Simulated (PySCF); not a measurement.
# H5NO, a complex of two parts: interaction energy

An exercise on one series of results from a longer session: the logs are not shown, and one member is left open.

Computed with PySCF 2.14.0; each step states its level. No surroundings beyond the atoms listed, unless a continuum is named. Atoms count from 0, parts from 1.

## The system as given

7 atoms, charge 0, multiplicity 1; geometry: GFN2-xTB. Parts: 1 = atoms 0–2, `O`, charge 0; 2 = atoms 3–6, `N`, charge 0.

Set-up of the first run:

Job settings and geometry (Å):

```
{"job": {"xc": "PBE0", "basis": "def2-TZVPD", "d3": "d3bj", "grid": 3, "kind": "geom", "shake": 0.01}, "charge": 0, "multiplicity": 1, "parts": [{"atoms": "0-2", "charge": 0, "multiplicity": 1}, {"atoms": "3-6", "charge": 0, "multiplicity": 1}]}
O     -0.248791     0.121121    -0.029640
H     -0.192772    -0.790379     0.169575
H      0.616811     0.499751    -0.062110
N      2.446133     1.109755    -0.066941
H      3.188701     0.453689    -0.091698
H      2.468741     1.694321    -0.892287
H      2.532809     1.704652     0.745574
```

Started as:

```
$ OMP_NUM_THREADS=1 python cluster_run.py task.json out
```

The driver reads the jobs from task.json and runs them one after another.

Steps of the session up to this table: Relaxing the molecule at PBE0-D3(BJ)/def2-TZVPD; Coupled-cluster interaction energy: CCSD(T) and MP2, 1.93 Å; Coupled-cluster interaction energy: CCSD(T) and MP2, 2.03 Å; Coupled-cluster interaction energy: CCSD(T) and MP2, 2.12 Å; Coupled-cluster interaction energy: CCSD(T) and MP2, 1.83 Å; Coupled-cluster interaction energy: CCSD(T) and MP2, 2.42 Å; Coupled-cluster interaction energy: CCSD(T) and MP2, 1.74 Å; Coupled-cluster interaction energy: CCSD(T) and MP2, 2.90 Å; Coupled-cluster interaction energy: CCSD(T) and MP2, 3.86 Å.

One table of the session follows, with a row left open; its other results are not shown here.

It belongs to the step «Coupled-cluster interaction energy: CCSD(T) and MP2, 3.86 Å». 

```
                 method  interaction energy (kcal/mol)
         HF/aug-cc-pVDZ                          -1.26
        MP2/aug-cc-pVDZ                          -1.28
       CCSD/aug-cc-pVDZ                          -1.26
    CCSD(T)/aug-cc-pVDZ                          -1.26
         HF/aug-cc-pVQZ                          -1.25
        MP2/aug-cc-pVQZ                              ?
    SCS-MP2/aug-cc-pVQZ                          -1.26
      MP2, extrapolated                          -1.30
CCSD(T), limit estimate                          -1.28
```

**Question.** Estimate the row for MP2/aug-cc-pVQZ.

The run gave: interaction energy (kcal/mol): -1.29. In the column «interaction energy (kcal/mol)» it lies between MP2, extrapolated (-1.30) and MP2/aug-cc-pVDZ (-1.28).
